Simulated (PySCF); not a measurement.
Task: Write a Z-matrix for thiourea (`NC(=S)N`) as optimised with GFN2-xTB.

Result: 
Z-matrix in Å and degrees, rows numbered from 1:
```
N 
C   1  1.3535
N   2  1.3536  1  117.14
S   2  1.6465  1  121.40  3   179.95
H   1  1.0056  2  116.66  3  -169.54
H   1  1.0068  2  121.02  3   -13.84
H   3  1.0067  2  120.84  1   -14.31
H   3  1.0057  2  116.74  1  -169.61
```

The 4 heavy atoms lie in one plane (0.000 Å rms). Of the pairs four or more bonds apart, H6···H7 is among the closest relative to their van der Waals radii: 2.36 Å, 98 % of the sum of Bondi's values. N1 (nitrogen bound to a thiocarbonyl carbon) has angles 121.0°, 117.8° and 116.7°, sum 355.5°, 0.14 Å off the plane of its three neighbours.

The geometry is computed with GFN2-xTB (gas phase).

Point group: near C2v, missed by 0.22 Å at most; the miss may be what the optimiser left on a soft mode (C2 holds within 0.08 Å). Not checked by GFN2-xTB frequencies. The numbers are those of one conformer (H–N1–C2–N3 -170° and -14°, N1–C2–N3–H -14° and -170°).
